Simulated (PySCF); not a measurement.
# Bond curve of AlB

Set-up: PySCF, no relativity, basis sets Al pcseg-1, B pcseg-1. Energies in eV from Al + B in their ground configurations at the same level. State: ³Σ⁻ (triplet), unpaired electrons π ↑↑.

All columns are PBE0. A positive dipole means Al(−)B(+).

| R (Å) | E (eV) | μ (D) | Mulliken charge on Al (basis-dependent) | HOMO (eV) | LUMO (eV) | Mayer bond order | ⟨S²⟩ |
| --- | --- | --- | --- | --- | --- | --- | --- |
| 1.748 | -1.387 | -1.45 | 0.26 | -6.30 | -3.24 | 1.93 | 2.39 |
| 1.829 | -1.757 | -1.55 | 0.27 | -6.13 | -3.33 | 1.88 | 2.35 |
| 1.910 | -1.960 | -1.65 | 0.28 | -5.98 | -3.40 | 1.82 | 2.31 |
| 1.971 | -2.030 | -1.73 | 0.29 | -5.87 | -3.45 | 1.78 | 2.27 |
| 2.032 | -2.048 | -1.81 | 0.30 | -5.77 | -3.49 | 1.73 | 2.23 |
| 2.093 | -2.025 | -1.89 | 0.31 | -5.67 | -3.52 | 1.68 | 2.19 |
| 2.174 | -1.950 | -2.02 | 0.32 | -5.55 | -3.55 | 1.61 | 2.15 |
| 2.276 | -1.809 | -2.17 | 0.32 | -5.41 | -3.56 | 1.53 | 2.10 |
| 2.398 | -1.602 | -2.36 | 0.32 | -5.26 | -3.56 | 1.43 | 2.06 |
| 2.560 | -1.306 | -2.58 | 0.31 | -5.07 | -3.53 | 1.32 | 2.03 |

A fit through these points gives, at Re = 2.026 Å, μ = -1.80 D and dμ/dR = -1.37 D/Å; the reduced mass is 7.819 u.

Question: How strong is the fundamental in the double-harmonic approximation, I = 42.26·(dμ/dR)²/μred km/mol?

Answer: I = 42.26·(-1.37)²/7.819 = 10.1 km/mol at PBE0.

The state was picked by a PBE0 search and need not be the measured ground state.
